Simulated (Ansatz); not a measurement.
α-quartz (SiO2) was calculated with LDA in Ansatz (PAW).

Run with plane-wave cutoff 520 eV, 6×6×4 k mesh (along the axes of the cell as run), perturbation theory, scalar-relativistic PAW data made under PBE.

Cell (measured lattice):

Space group P3₂21 (No. 154); a = b = 4.913 Å, c = 5.405 Å, α = β = 90.00°, γ = 120.00°

| atom | site | symmetry | x | y | z |
|---|---|---|---|---|---|
| Si | 3a | .2. | 0.5308 | 0.5308 | 0.0000 |
| O | 6c | 1 | 0.2686 | 0.4132 | 0.2152 |

Question: Predict the high-frequency dielectric constant (mean over three axes) and dielectric constant ε0 (ions relaxed) (mean over three axes).

Answer: 
- high-frequency dielectric constant (mean over three axes): 2.50
- dielectric constant ε0 (ions relaxed) (mean over three axes): 4.68

Measured, for comparison: high-frequency dielectric constant 2.36 (temperature not stated, no zero-point or thermal correction, mean, our sources range from 2.30 to 2.36; as tabulated in Chen et al. (2018), doi:10.1103/physrevmaterials.2.073803); static dielectric constant 4.5 (temperature not stated, no zero-point or thermal correction, mean of the two values across and the one along c; as tabulated in He et al. (2014), arXiv:1309.4805). Computed (rounded) less measured: high-frequency dielectric constant +6 % (+6 % to +9 % over the range), static dielectric constant +4 %.

Note: the cell isn't this level's own, so it is under some stress, which shifts stiffness and frequencies.

It cost very roughly 25 core-minutes of CPU time.

Ansatz is a program for electronic structure.
